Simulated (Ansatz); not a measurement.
**quartet SiH: levels of theory compared**

Wanted: a comparison of 6 runs (USVWN5/3-21G, U-r2SCAN/6-311G**, U-revPBE/6-311G**, U-wB97M-V/6-311G**, UCCSDT(Q)/6-311G**, FCI/3-21G) of quartet SiH. 

Program for the calculation: Ansatz 0.2.0.

66 further runs of the same task are left out: 2 that didn't finish, 64 set aside as unsound or not needed.

## 1. The structure to begin with

SiH: 2 atoms, total charge 0, spin state quartet. As SMILES of the parent species, `[SiH]`. The shape is that of a GFN2-xTB optimisation. That shape belongs to the parent species and isn't relaxed for this state.

Bond lengths: Si1–H2 1.517 Å.

## 2. A single-point energy at USVWN5/3-21G (run 1)

Contents of input.yaml:

```yaml
crystal:
  periodic: [false, false, false]
  atoms:
    - {symbol: Si, position_ang: [0.000000, 0.000000, 0.000000]}
    - {symbol: H, position_ang: [0.000000, 0.000000, 1.516560]}
basis:
  gaussian:
    orbitals: 3-21G.json
magnetization:
  spin_polarized: true
  initial_magnetization: 3
hamiltonian:
  xc: {name: SVWN5}
accuracy: high
```

The basis set 3-21G is read from a file made from the Basis Set Exchange's data (not shown).

On the command line:

```console
$ ansatz run input.yaml --threads 1 --pin off --max-ram 2610MiB --events-out events.jsonl --progress --plain --runs-dir runs
```

The program printed:

```text
Warning: RAYON_NUM_THREADS=1 ignored (pool sized by the plan → 1); use --threads N
Functional definition: SVWN5
  name "SVWN5"
  exchange = slater_x
  correlation = vwn5_c
284 factors; integrals over basis functions are off by at most 2.9e-9 eV
mean field evaluation 1: about -7815.5015 eV, gradient 2.9e0 eV
mean field evaluation 2: about -7815.5581 eV, gradient 2.6e0 eV
mean field evaluation 4: about -7815.6184 eV, gradient 1.9e-1 eV
mean field evaluation 8: about -7815.6152 eV, gradient 1.7e-3 eV
mean field -7815.61523230 eV, -287.2185621726 hartree, gradient 5.3e-8 eV, S^2 3.750313; 0 other end points of the search recorded, 0 dependent functions left out
reference -7815.61523413 eV, -287.2185622401 hartree; 9, 6 occupied and 6, 9 virtual orbitals, 284 factors
Total energy: -7815.61523413 eV, -287.2185622401 hartree
```

Wall time 0.34 s (1 thread of Arm Neoverse V2, shared host).

## 3. A single-point energy at U-r2SCAN/6-311G(d,p) (run 2)

Contents of job.yaml:

```yaml
crystal:
  periodic: [false, false, false]
  atoms:
    - {symbol: Si, position_ang: [0.000000, 0.000000, 0.000000]}
    - {symbol: H, position_ang: [0.000000, 0.000000, 1.516560]}
basis:
  gaussian:
    orbitals: 6-311G_st__st_-spherical.json
hamiltonian:
  xc: r2scan
accuracy: high
magnetization:
  spin_polarized: true
  initial_magnetization: 3
```

The basis set 6-311G** is read from a file made from the Basis Set Exchange's data (not shown).

On the command line:

```console
$ ansatz run job.yaml --threads 1 --pin off --max-ram 2610MiB --events-out events.jsonl --progress --plain --runs-dir runs
```

The program printed:

```text
Warning: RAYON_NUM_THREADS=1 ignored (pool sized by the plan → 1); use --threads N
Functional definition: r2SCAN
  name "r2SCAN"
  parameter k0 = 0.174
  parameter k1 = 0.065
  parameter a1 = 4.9479
  exchange = r2scan_x(k0 = k0, k1 = k1, a1 = a1)
  correlation = r2scan_c
456 factors; integrals over basis functions are off by at most 4.1e-9 eV
mean field evaluation 1: about -7888.4426 eV, gradient 5.9e0 eV
mean field evaluation 2: about -7888.6358 eV, gradient 3.3e0 eV
mean field evaluation 4: about -7888.7331 eV, gradient 3.9e-1 eV
mean field evaluation 8: about -7888.7325 eV, gradient 6.4e-3 eV
mean field evaluation 16: about -7888.7325 eV, gradient 2.5e-7 eV
mean field -7888.73248307 eV, -289.9055715779 hartree, gradient 9.2e-9 eV, S^2 3.751347; 0 other end points of the search recorded, 0 dependent functions left out
reference -7888.73248591 eV, -289.9055716822 hartree; 9, 6 occupied and 23, 26 virtual orbitals, 456 factors
Total energy: -7888.73248591 eV, -289.9055716822 hartree
```

It took 2.2 s on 1 thread of Arm Neoverse V2, shared host; peak memory 0.14 GiB.

Runs 3 to 5 aren't shown in full; the table further down has their settings and results.

## 4. A single-point energy at FCI/3-21G (run 6)

Contents of input.yaml:

```yaml
crystal:
  periodic: [false, false, false]
  atoms:
    - {symbol: Si, position_ang: [0.000000, 0.000000, 0.000000]}
    - {symbol: H, position_ang: [0.000000, 0.000000, 1.516560]}
basis:
  gaussian: {orbitals: 3-21G.json}
magnetization: {spin_polarized: true, initial_magnetization: 3}
correlation: {method: fci, frozen_orbitals: {H: 0, Si: 5}}
accuracy: high
```

The basis set 3-21G is read from a file made from the Basis Set Exchange's data (not shown).

On the command line:

```console
$ ansatz run input.yaml --threads 1 --pin off --max-ram 2610MiB --events-out events.jsonl --progress --plain --runs-dir runs
```

The program printed:

```text
Warning: RAYON_NUM_THREADS=1 ignored (pool sized by the plan → 1); use --threads N
Functional definition: HF
  name "HF"
  exchange = exact_x
  correlation = 0
284 factors; integrals over basis functions are off by at most 2.9e-9 eV
mean field evaluation 1: about -7833.0133 eV, gradient 5.2e0 eV
mean field evaluation 2: about -7833.0173 eV, gradient 5.2e0 eV
mean field evaluation 4: about -7833.5086 eV, gradient 1.0e0 eV
mean field evaluation 8: about -7833.5644 eV, gradient 9.3e-3 eV
mean field -7833.56442408 eV, -287.8781828044 hartree, gradient 9.8e-8 eV, S^2 3.750875; 0 other end points of the search recorded, 0 dependent functions left out
mean field evaluation 16: about -7833.5529 eV, gradient 1.6e-1 eV
5 core orbitals not correlated: weight in the atoms' cores, before any rotation towards them, 1.000 or more for the frozen orbitals, at most 0.000 for the correlated occupied ones
reference -7833.55286052 eV, -287.8777578512 hartree; 4, 1 occupied and 6, 9 virtual orbitals, 284 factors
state -7834.46348166 eV, -287.9112225610 hartree
Total energy: -7834.46348166 eV, -287.9112225610 hartree
```

It took 0.24 s on 1 thread of Arm Neoverse V2, shared host.

## 5. The series

```
run               level  frozen core orbitals  energy (Eh)   ⟨S²⟩  wall time
  1        USVWN5/3-21G                     –  -287.218562  3.750     0.34 s
  2   U-r2SCAN/6-311G**                     –  -289.905572  3.751      2.2 s
  3   U-revPBE/6-311G**                     –  -289.874947  3.751     0.82 s
  4  U-wB97M-V/6-311G**                     –  -289.895104  3.751      6.9 s
  5  UCCSDT(Q)/6-311G**                     5  -289.462191  3.752      1.8 s
  6           FCI/3-21G                     5  -287.911223      –     0.24 s
```

## 6. Summary of results

| quantity | value |
| --- | --- |
| run 6: total energy | -287.91122 Eh |
| run 6: correlation energy (5 core orbitals frozen) | -33.5 mEh |

What this shows: Totals of different functionals can't be ranked against each other. All runs together took 12 s, the longest 6.9 s.
